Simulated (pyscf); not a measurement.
This saddle point was located with ωB97X-D3(BJ)/def2-SVP in PySCF.

```xyz
5

F      0.2181     0.1447     0.8287
Ge    -1.4121    -0.6985     0.2131
F     -0.8849    -2.0513    -0.7164
F     -2.0253     0.3505    -1.0103
H     -0.7905    -0.2354     1.6286
```
Charge 0, spin multiplicity 1.

Surface: singlet, charge 0. Lowest wavenumbers (cm⁻¹): 1422i, 160, 208, 269, 582.

Name the species on either side of this saddle.

F–GeH(F)–F (SMILES [F][GeH]([F])[F]) ⇌ HF (SMILES F) + F–Ge:–F (SMILES [F][Ge][F]) [singlet], a 1,1-elimination read from left to right: F–Ge, Ge–H broken and F–H formed. At CCSD(T)/def2-TZVPP + ΔMP2(QZVPP) it lies +258.4 kJ/mol from the left side and +156.6 kJ/mol from the right (each side as separated species at their lowest minima found). This is the saddle that the search found; another between the same sides may lie lower. The CCSD(T) − MP2 part came from Ansatz, without density fitting, on the same reference. The frozen core leaves the outer d or s,p core shells of the metals and heavy elements correlated in the MP2 and CC values, and def2-TZVPP describes them poorly, which can shift differences by a few kcal/mol. Elements up to Kr have no core potential and no relativistic terms here.
